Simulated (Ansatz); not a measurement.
Predict the output of the script below (the Python package of Ansatz (0.2.0)).

`c2h5no_methods.py`:
```python
'''One geometry of C2H5NO, method by method.'''

import logging
import sys

import ansatz as az
from rdkit import Chem
from rdkit.Chem import AllChem

logging.basicConfig(stream=sys.stdout, format='[%(levelname)s] %(message)s')
log = logging.getLogger('run')
log.setLevel(logging.INFO)


def main() -> None:
    # a force-field geometry from the SMILES
    rd = Chem.AddHs(Chem.MolFromSmiles('COC=N'))
    AllChem.EmbedMolecule(rd, randomSeed=240)
    AllChem.UFFOptimizeMolecule(rd)
    mol = az.Crystal.molecule()
    for atom, xyz in zip(rd.GetAtoms(), rd.GetConformer().GetPositions()):
        mol = mol.atom(atom.GetSymbol(), xyz.round(5).tolist())

    calculation = mol.calculation().basis(gaussian='cc-pVDZ')

    methods = ['mp2', 'ccsd', 'ccsd_t']
    batch = az.Session.batch([calculation.correlation(m).input() for m in methods])
    reports = sorted(batch.plan().execute().molecular_reports, key=lambda each: each['member'])
    log.info(f'Hartree-Fock reference {reports[0]["reference_energy_ev"] / 27.211386246:.6f} Ha')
    best = reports[-1]['free_energy_ev'] - reports[-1]['reference_energy_ev']
    for method, each in zip(methods, reports):
        gained = each['free_energy_ev'] - each['reference_energy_ev']
        log.info(f'{method:8s} total {each["free_energy_ev"] / 27.211386246:.6f} Ha  correlation {gained:9.4f} eV  ({100 * gained / best:.1f} % of the last)')


if __name__ == '__main__':
    main()
```

`python c2h5no_methods.py` gives:
```text
[INFO] Hartree-Fock reference -207.931656 Ha
[INFO] mp2      total -208.559009 Ha  correlation  -17.0712 eV  (91.7 % of the last)
[INFO] ccsd     total -208.594145 Ha  correlation  -18.0273 eV  (96.9 % of the last)
[INFO] ccsd_t   total -208.615540 Ha  correlation  -18.6094 eV  (100.0 % of the last)
```

Total energies depend on the basis set; only differences at equal settings carry meaning. The geometry is a force-field or estimated start, not a minimum of this method, and the basis set is short of its limit. A lower total doesn't mark the better method: functionals have no common bound, and MP2 and coupled cluster aren't variational. Inner cores stay frozen, so this is valence correlation.
